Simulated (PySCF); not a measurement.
# Stationary points of SOF

Computed with PySCF, PBE0, basis S def2-TZVP, O def2-TZVP, F def2-TZVP (no relativity, density fitting).

Relaxations began from a few typed shapes; open shells are unrestricted. The search is not exhaustive: other isomers or separated fragments can lie lower, and high-lying points may rest on an excited occupation.

```
   spin  group                     bonds        angles  imaginary modes (cm⁻¹)  ΔE (kJ/mol)  ΔE with ZPE (kJ/mol)
doublet     Cs  S–F 1.604 Å, S–O 1.450 Å  F–S–O 108.1°                    none          0.0                   0.0
doublet    C∞v  S–F 1.755 Å, S–O 1.458 Å  F–S–O 180.0°              482i, 134i        224.8                     –
```

The lowest minimum found is the doublet Cs: S–F 1.604 Å, S–O 1.450 Å; F–S–O 108.1°.

The electron or spin density has lower symmetry than the nuclear frame for the doublet C∞v at 224.8 kJ/mol.
